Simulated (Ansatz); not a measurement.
Species: trans-1,3-butadiene, C$_{4}$H$_{6}$, charge 0, multiplicity 1. SMILES: C=CC=C
Geometry from a B3LYP-D3(BJ)/def2-TZVP (Ansatz, an electronic-structure program) optimisation:
```xyz
10

C      0.5975     1.7431     0.0042
C      0.5995     0.4091     0.0007
C     -0.5995    -0.4091    -0.0007
C     -0.5975    -1.7431    -0.0042
H      1.5168     2.3130     0.0051
H     -0.3292     2.3053     0.0062
H      1.5464    -0.1238    -0.0012
H     -1.5464     0.1238     0.0012
H      0.3292    -2.3053    -0.0062
H     -1.5168    -2.3130    -0.0051
```

Parts of the frozen-core correlation energy in cc-pwCVTZ (Ansatz, hartree). Frozen orbitals: 4; correlated occupied orbitals by spin: 11 and 11; virtual: 241 and 241. Spin-orbit coupling is left out. No relativistic terms. The restricted reference is unstable.

| term | value |
|---|---|
| reference (HF) | -154.97901 |
| MP2 opposite-spin | ___ |
| MP2 same-spin | ___ |
| CCSD correlation | ___ |
| (T) | -0.03291 |
| T1 diagnostic | 0.011 |
| largest doubles amplitude | 0.108 |

Task: Complete the blanks.

Result: 
- MP2 opposite-spin, value: -0.50945
- MP2 same-spin, value: -0.14933
- CCSD correlation, value: -0.69276
